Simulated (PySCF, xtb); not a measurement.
hydrogen chloride cation (ClH), SMILES Cl (connectivity only; charge and spin as stated), charge +1, multiplicity 2.

Harmonic wavenumbers (cm⁻¹) from GFN2-xTB run with xtb at its own minimum, in rising order: 2080.

### Question
What does PBE-D3(BJ)/def2-TZVPD run with PySCF give at its own minimum? (An estimate is asked for; the answer gives what the named calculation found.)

### Answer
2566. Paired by order, the mean absolute difference is 486 cm⁻¹ and the zero-point energies are 3.0 and 3.7 kcal/mol.
